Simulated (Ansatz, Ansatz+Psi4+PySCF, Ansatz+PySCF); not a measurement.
```yaml
atoms:
  - { symbol: C, position_ang: [-1.1506, -0.8652, -0.0001] }
  - { symbol: C, position_ang: [-0.1070, 0.1263, -0.0003] }
  - { symbol: C, position_ang: [1.3852, -0.3645, -0.0001] }
  - { symbol: H, position_ang: [-2.1798, -0.5288, 0.0011] }
  - { symbol: H, position_ang: [-0.9396, -1.9284, -0.0005] }
  - { symbol: O, position_ang: [-0.3879, 1.3264, 0.0000] }
  - { symbol: H, position_ang: [2.0476, 0.4997, -0.0144] }
  - { symbol: H, position_ang: [1.5941, -0.9665, 0.8895] }
  - { symbol: H, position_ang: [1.5880, -0.9927, -0.8727] }
```

Basis set: cc-pVTZ (spherical functions). Left uncorrelated: 4 orbitals. Correlation on ROHF uses semicanonical orbitals with singles. Charge 0, multiplicity 2.

Computed with Ansatz (development build ahead of 0.2.0); each method stands on the lowest determinant of its kind that the runs found.

The atomization energy at this shape (free ground-state atoms in the same class of orbitals less the molecule, no zero-point energy) of doublet C₃H₅O:

| method | atomization energy |
| --- | --- |
| UHF-MP2 | 3596.1 kJ/mol |
| ROHF | 2716.1 kJ/mol |
| UHF | 2693.8 kJ/mol |

**Question.** What does ROHF-MP2 give?

**Answer.** 3626.1 kJ/mol. Caution for ROHF-MP2, UHF-MP2: forces differ strongly between restricted and unrestricted references. Caution for UHF-MP2, UHF: the unrestricted determinant is spin contaminated.
